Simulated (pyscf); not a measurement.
5 gas-phase steps of one pattern: addition across a multiple bond or ene-type step on the singlet surface, H–H broken and Ge–H + H–Se or Ge–H + H–Te or H–S + H–Si or H–Se + H–Si formed. Optimised with ωB97X-D3(BJ)/def2-SVP in PySCF. Electronic energies in kcal/mol, from the separated reactants; ΔE‡ at ωB97M-D3(BJ)/def2-TZVP, beside the barrier at PBE/def2-TZVP on the same structures. Rows were drawn at random from the steps of this pattern with a verified saddle, stable references and no exit in the data more than 5 kcal/mol lower.

```
row                        step  ΔE‡(PBE)   ΔE‡
---  --------------------------  --------  ----
1        H₂Si=S + H₂ -> H₃Si–SH      17.0  21.7
2    S=SiH–Cl + H₂ → HS–SiH₂–Cl      17.3  22.0
3       H₂Si=Se + H₂ → H₃Si–SeH      17.0     ?
4      H₂Ge=Se + H₂ -> H₃Ge–SeH      24.5  28.1
5       H₂Ge=Te + H₂ → H₃Ge–TeH      24.8  28.3
```

Problem. From a straight line through the complete rows, estimate the missing barrier and say how far the line can be trusted.

Solution. Over the 4 complete rows the means are +20.9 (ΔE‡(PBE)) and 25.0 (ΔE‡); least squares gives b = 0.85 and a = 7.3 kcal/mol, with residuals of 0.0 kcal/mol (root mean square; largest 0.1, row 5). For row 3: 7.3 + 0.85 × (+17.0) = 21.8 kcal/mol. The computed barrier is 21.5 kcal/mol, 0.2 under the line. The line follows these rows closely. Each barrier is that of the saddle found. Elements up to Kr have no core potential and no relativistic terms here. Elements past Kr carry the def2 core potentials, without spin-orbit coupling.
